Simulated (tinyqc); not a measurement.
Inside a calculation. Method: Hueckel theory of the pi electrons, for the molecule c1cnc[cH-]1 (SMILES; centres numbered as the heavy atoms are written). One step of it, computed by the program tinyqc.

Problem. Energy, charges, bond orders. E = sum n x; q_r = z_r - P_rr; bond order p = P_rs; free valence = sqrt(3) - sum of p over the bonds of the atom.

x values: 2.052653  0.780783  0.618034  -1.383436  -1.618034

occupations: 2.000000  2.000000  2.000000  0.000000  0.000000

charge and bond-order matrix P, lower triangle:
```
           1C         2C         3N        4C        5C
1C   1.172951
2C   0.693761   1.135977
3N  -0.252809   0.602554   1.382143
4C  -0.200666  -0.311236   0.602554  1.135977
5C   0.620165  -0.200666  -0.252809  0.693761  1.172951
```

Centres:
```
centre  z_r, pi electrons of the neutral centre         h
1C                                            1  0.000000
2C                                            1  0.000000
3N                                            1  0.450000
4C                                            1  0.000000
5C                                            1  0.000000
```

Bonds:
```
i  j         k
1  2         1
2  3  0.940000
3  4  0.940000
4  5         1
5  1         1
```

Give: pi energy = 6 alpha + this times beta; pi charges; Bond orders and lengths from R = 1.517 - 0.180 p; free valence of the carbons; gap between the highest filled and the next level.

Solution.

pi energy = 6 alpha + this times beta = 6.9029

pi charges: 1C -0.1730, 2C -0.1360, 3N -0.3821, 4C -0.1360, 5C -0.1730

Bond orders and lengths from R = 1.517 - 0.180 p (angstrom, C-C alone):
```
bond       p       R
1-2   0.6938  1.3921
2-3   0.6026       -
3-4   0.6026       -
4-5   0.6938  1.3921
5-1   0.6202  1.4054
```

free valence of the carbons: 1C 0.4181, 2C 0.4357, 4C 0.4357, 5C 0.4181

gap between the highest filled and the next level = 2.0015 |beta|
